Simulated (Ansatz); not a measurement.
Consider the substitution at a C–Si bond: `C[SiH3]` + `C#CNCN` → `C#CN(C)CN` + SiH₄.

Program: Ansatz. Geometries: PBE0-D4/def2-TZVP. ΔE: electronic, gas phase. CBS: MP2 limit from def2 TZ/QZ plus the TZ coupled-cluster correction, frozen cores. This one scheme is used for every species. DFT in def2-TZVPP. Each species was taken in one conformer, which may not be the lowest.

`C[SiH3]`:

Z-matrix (Å, degrees):
```
C
Si 1 1.871
H 1 1.092 2 110.8
H 1 1.092 2 110.8 3 -120.0
H 1 1.092 2 110.8 3 120.0
H 2 1.488 1 110.7 3 -179.9
H 2 1.488 1 110.7 3 -59.9
H 2 1.488 1 110.7 3 60.1
```

`C#CNCN`:

```xyz
11

C     2.690    0.305   -0.337
C     1.532   -0.008   -0.439
N     0.245   -0.377   -0.487
C    -0.699    0.311    0.411
N    -1.951   -0.357    0.554
H     3.716    0.567   -0.256
H    -0.111   -0.503   -1.425
H    -0.198    0.375    1.379
H    -0.888    1.335    0.069
H    -2.509   -0.321   -0.288
H    -1.826   -1.326    0.819
```

`C#CN(C)CN`:

```xyz
14

C     1.076   -2.136   -0.493
C     0.683   -1.000   -0.406
N     0.217    0.249   -0.320
C     1.212    1.302   -0.241
C    -0.947    0.429    0.569
N    -2.041   -0.446    0.310
H     1.424   -3.134   -0.603
H     1.709    1.338    0.738
H     1.969    1.143   -1.008
H     0.727    2.263   -0.422
H    -0.638    0.302    1.616
H    -1.266    1.466    0.437
H    -1.779   -1.410    0.474
H    -2.345   -0.368   -0.652
```

SiH₄:

Z-matrix (Å, degrees):
```
Si
H 1 1.485
H 1 1.485 2 109.5
H 1 1.485 2 109.5 3 -120.0
H 1 1.485 2 109.5 3 120.0
```

Problem. Is it downhill or uphill in electronic energy at CCSD(T)/CBS, and by how much? (An estimate is asked.)

Solution. Ansatz gave: Uphill: ΔE = +13.4 kcal/mol.

Problem. What do these levels give: r2SCAN-D4, B2PLYP, PBE0, MP2/def2-TZVPP, HF/def2-QZVPP, CCSD/CBS(def2)? (Best estimate.)

Solution. Ansatz gave: r2SCAN-D4 13.9, B2PLYP 13.6, PBE0 14.6, MP2/def2-TZVPP 12.5, HF/def2-QZVPP 14.0, CCSD/CBS(def2) 13.9 kcal/mol.

Largest T1 diagnostic among the species: 0.012.

In def2-TZVPP, CCSD(T) changes the Hartree–Fock value by −1.4 kcal/mol (the triples alone add −0.5 kcal/mol) and MP2 by −1.4 kcal/mol. The D4 term adds −1.5 kcal/mol with B3LYP and −0.9 kcal/mol with PBE0; it sums over pairs of atoms, weighted by their polarisabilities, and B3LYP, whose exchange is more repulsive, gets the larger term.

B3LYP here is the variant with VWN-RPA as its local correlation; programs differ in this.
